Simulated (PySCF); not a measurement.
## Relaxing a trial structure of CH3MgP

The starting geometry of this gas-phase singlet was optimised with GFN2-xTB.

```xyz
6

C    -2.0556   -1.0348   -1.0976
Mg   -0.3264   -0.4478   -2.4497
P    -1.7952   -2.3863   -0.0464
H    -2.2112   -0.0585   -0.6386
H    -2.7423   -1.2441   -1.9211
H    -1.2503   -1.6480    1.0144
```

Task: Where would you expect an optimisation with PBE0-D4/def2-SVP to take it?

Result: It falls apart into CH3P + Mg. Contacts that open: C1–Mg2 (2.27 → 3.34 Å).

The energy falls by 0.31 eV over 15 steps:

| step | E − E(last) (eV) |
| --- | --- |
| 1 | 0.310 |
| 3 | 0.139 |
| 4 | 0.043 |
| 6 | 0.015 |
| 7 | 0.005 |
| 9 | 0.001 |
| 10 | 0.001 |
| 12 | 0.000 |
| 13 | 0.000 |
| 15 | 0.000 |

Final geometry (Å):

```xyz
6

C    -2.3019   -1.1273   -0.8967
Mg    0.1140   -0.1591   -2.9869
P    -1.8997   -2.4405    0.0593
H    -2.1761   -0.0762   -0.6154
H    -2.7917   -1.2998   -1.8625
H    -1.3510   -1.7047    1.1633
```

The end wasn't checked by frequencies. Run with PySCF 2.14.0, 39 s on 2 threads of Intel(R) Xeon(R) Platinum 8375C CPU @ 2.90GHz (Ice Lake), on a shared host.
